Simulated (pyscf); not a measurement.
PySCF, gas phase, ωB97X-D3(BJ)/def2-SVP geometries.

`[SiH3][O][AsH2]` + `[AsH3]` -> `[SiH3][O][AsH][AsH2]` + `[H][H]`
Surface: singlet. Broken: As–H, As–H. Formed: As–As, H–H. Give ΔE‡ and ΔE from ωB97M-D3(BJ)/def2-TZVP, relative to the separated reactants.

ΔE‡ = 62.6 kcal/mol, ΔE = -1.4 kcal/mol. Zero-point energy shifts the barrier by -0.9 kcal/mol. It is a four-centre exchange, with an imaginary mode of 1360i cm⁻¹. From the product side, H₃Si–O–AsH• + AsH₂• + H₂ lies, by one bond made or cut, 18.0 kcal/mol under this saddle at ωB97M-D3(BJ)/def2-TZVP. H₃Si–O–AsH₂ lies 10.7 kcal/mol over its isomer HO–SiH₂–AsH₂ (electronic energy, ωB97M-D3(BJ)/def2-TZVP). This is the saddle that the search found; another between the same sides may lie lower. Elements up to Kr have no core potential and no relativistic terms here.
